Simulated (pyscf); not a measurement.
Routes from H₂P–GeH₃ (SMILES [PH2][GeH3]) + H₂O (SMILES O)

Candidate steps break at most two bonds and form at most two. Each was searched with GFN2-xTB (tblite) first. Single points on ωB97X-D3(BJ)/def2-SVP structures (PySCF, gas phase). Energies: ωB97M-D3(BJ)/def2-TZVP, eV, from the separated reactants, singlet surface; ΔG‡ with ideal gas, 1 atm, RRHO with modes under 100 cm⁻¹ raised to 100, one conformer, R ln 2 for chiral ones without a mode under 150 cm⁻¹.

| products | type | ΔE‡ | ΔE | ΔG‡ 298 K | ΔG‡ 900 K | ν‡ (cm⁻¹) |
|---|---|---|---|---|---|---|
| PH₃ + HO–GeH₃ | four-centre exchange | 1.79 | -0.01 | 2.17 | 3.07 | 588i |
| HO–GeH₂–PH₂ + H₂ | four-centre exchange | 1.94 | -0.03 | 2.30 | 3.22 | 1374i |
| HO–PH–GeH₃ + H₂ | four-centre exchange | 2.88 | +0.45 | 3.24 | 4.19 | 1295i |

Plain bond fissions and candidates not yet searched are not listed, and one of them may be faster. Each barrier is that of the saddle found; lower ones may exist. Elements up to Kr have no core potential and no relativistic terms here.
